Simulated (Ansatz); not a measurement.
# BH4O (doublet): from Hartree-Fock to the top rungs at distance B1–H4 along a hydrogen transfer = 1.842 Å, cc-pVDZ

An exercise on one series of results from a longer session: the logs are not shown, and one member is left open.

The runs use Ansatz 0.2.0, Gaussian basis; cc-pVDZ, core rule «outside noble gas», up to 2 orbitals frozen.

The runs, in order: UHF; CCSD(T) on ROHF; CCSD(T) on UHF; BCCD(T) on ROHF; CISD; CCSDT(Q) on ROHF; CCSDT(Q) on UHF; CASSCF and MRCISD+Q, 3 electrons in 3 orbitals; CASSCF and NEVPT2, 3 electrons in 3 orbitals.

11 further runs of the same task are left out: 4 for a mislabelled method, 6 that didn't finish, 1 set aside as unsound or not needed.

## The geometry

The geometry derives from fragments relaxed apart (PBE0/def2-TZVP) and kept rigid, so it is no stationary point. A hydrogen atom is moved between rigid fragments.

6 atoms, charge 0, spin multiplicity 2.

Atoms are counted from 1 here; the program's logs count them from 0.

Bond lengths: B1–H2 1.193 Å, B1–H3 1.193 Å, H4–O5 0.990 Å, O5–H6 0.973 Å. Angles: H2–B1–H3 120.0°, H4–O5–H6 105.0°.

The first run:

File in.yaml:

```yaml
crystal:
  periodic: [false, false, false]
  atoms:
    - {symbol: B, position_ang: [-1.591079, 0.030718, 0.000000]}
    - {symbol: H, position_ang: [-2.187813, 1.064290, 0.000000]}
    - {symbol: H, position_ang: [-2.187813, -1.002853, 0.000000]}
    - {symbol: H, position_ang: [0.250921, 0.030718, 0.000000]}
    - {symbol: O, position_ang: [1.240921, 0.030718, 0.000000]}
    - {symbol: H, position_ang: [1.492779, -0.909232, 0.000000]}
basis:
  gaussian: {orbitals: cc-pVDZ}
magnetization: {spin_polarized: true, initial_magnetization: 1}
hamiltonian: {xc: hf}
output: {orbitals: {seedname: orbitals}}
```

The run is started by

```
> ansatz run in.yaml --threads 1 --pin off --events-out ev --progress --plain --max-ram 2393MiB
```

Steps of the session up to this table: UHF; CCSD(T) on ROHF; CCSD(T) on UHF; BCCD(T) on ROHF; CISD; CCSDT(Q) on ROHF; CCSDT(Q) on UHF; CASSCF and MRCISD+Q, 3 electrons in 3 orbitals; CASSCF and NEVPT2, 3 electrons in 3 orbitals.

One table of the session follows, with a row left open; its other results are not shown here.

| method | from UCCSDT(Q) (kcal/mol) |
| --- | --- |
| ROHF | +196.28 |
| UHF | +194.92 |
| RMP2 | +22.16 |
| UMP2 | +22.15 |
| CISD | +18.29 |
| RCCSD | +3.95 |
| UCCSD | +3.93 |
| RCCSD(T) | +0.76 |
| UCCSD(T) | +0.75 |
| BCCD(T) | +0.75 |
| RCCSDT | +0.37 |
| UCCSDT | +0.36 |
| RCCSDT(Q) | ? |
| UCCSDT(Q) | 0 |
| CASSCF pair | +182.81 |
| NEVPT2 pair | +22.24 |
| MRCISD pair | +16.21 |
| MRCISD+Q pair | +1.85 |

**Question.** Estimate the row for RCCSDT(Q).

As computed: from UCCSDT(Q) (kcal/mol): +0.01. In the column «from UCCSDT(Q) (kcal/mol)» it lies between UCCSDT(Q) (0) and UCCSDT (+0.36).

Limits of these values: Restricted and unrestricted rows rest on different reference determinants; where their highest levels disagree by more than a few hundredths of an eV, they describe different states and don't form one ladder.
